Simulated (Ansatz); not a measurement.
## MgZn3 (P-6m2)

Method: DFT r2SCAN, scalar-relativistic, plane waves, PAW (Ansatz).

Cutoff 500 eV; k points 18×18×6 on the computed 4-atom cell (Γ-centred); Gaussian smearing, width 0.10 eV; no spin polarisation.

The structure is relaxed at this level of theory with its symmetry kept. Whether it is the stable form of this composition wasn't checked.

Space group P-6m2 (No. 187). a = 2.932 Å, b = 2.932 Å, c = 8.618 Å, α = 90.00°, β = 90.00°, γ = 120.00°
| atom | site | symmetry | x | y | z |
| --- | --- | --- | --- | --- | --- |
| Mg | 1f | -6m2 | 0.6667 | 0.3333 | 0.5000 |
| Zn | 1e | -6m2 | 0.6667 | 0.3333 | 0.0000 |
| Zn | 2g | 3m. | 0.0000 | 0.0000 | 0.7638 |

| Item | Value |
| --- | --- |
| Space group | P-6m2 (No. 187) |
| Volume per atom | 16.04 Å³ |
| Formation energy from the elements' standard states (uncorrected) | +0.033 eV/atom |
| Generalised Kohn–Sham band gap | none (metal) |
| Density of states at the Fermi level | 1.06 states/eV per cell |
| Bulk modulus | 64 GPa |
| Its pressure derivative | 5.8 |
| Bader charges (e) | Mg (1 in the cell) 1.46, Zn (1 in the cell) 0.00, Zn (2 in the cell) -0.73 |

Cost: 6 runs of about 20 core-minutes in all, on Arm Neoverse V2 (shared hosts).